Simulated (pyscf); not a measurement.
`[CH2]=[CH2]` + `[ClH]` → `[CH3][CH2][Cl]` (addition across a multiple bond or ene-type step; singlet surface; Cl–H broken, C–Cl, C–H formed). Structures and frequencies: ωB97X-D3(BJ)/def2-SVP in PySCF. MP2 and CC: frozen core, UHF for open shells. ΔMP2 is the change of the MP2 total energy from the triple- to the quadruple-zeta basis. Energies in kcal/mol from the separated reactants.

```
level                             barrier  reaction energy
--------------------------------  -------  ---------------
r²SCAN/def2-TZVP                     32.5            -24.4
PBE0-D3(BJ)/def2-TZVP                33.7            -26.6
ωB97M-D3(BJ)/def2-TZVP               39.2            -22.5
HF/def2-TZVP                         50.6            -18.0
CCSD/def2-TZVPP                         …            -20.4
CCSD(T)/def2-TZVPP                   43.7            -20.6
CCSD(T)/def2-TZVPP + ΔMP2(QZVPP)        …                …
```

### Question
What belongs in the gaps?

### Answer

- CCSD/def2-TZVPP, barrier: 46.2
- CCSD(T)/def2-TZVPP + ΔMP2(QZVPP), barrier: 42.1
- CCSD(T)/def2-TZVPP + ΔMP2(QZVPP), reaction energy: -21.0

This is the saddle that the search found; another between the same sides may lie lower. The CCSD(T) − MP2 part came from Ansatz, without density fitting, on the same reference.
